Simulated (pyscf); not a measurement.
Thermochemistry of product channels of HO–Ti(OH)(OH)–Cl + H• on the doublet surface, in kcal/mol, from ωB97M-D3(BJ)/def2-TZVP energies (ideal gas, 1 atm, RRHO with modes under 100 cm⁻¹ raised to 100, one conformer, R ln 2 for chiral ones without a mode under 150 cm⁻¹). Optimised with ωB97X-D3(BJ)/def2-SVP in PySCF.

```json
[
 {"products": "[O–Ti(OH)(OH)–Cl]• + H₂", "ΔE": "+17.3", "ΔH(298 K)": "+16.9", "ΔG(298 K)": "+15.3", "ΔG(600 K)": "+13.9"},
 {"products": "[HO–Ti(OH)–OH]• + HCl", "ΔE": "-13.0", "ΔH(298 K)": "-10.2", "ΔG(298 K)": "-13.6", "ΔG(600 K)": "-16.7"}
]
```

These are energies of the channels, which say nothing of barriers. Open-shell species with a d-block atom are single-reference here; other states, and whether the spin sits on metal or ligand, were not checked.
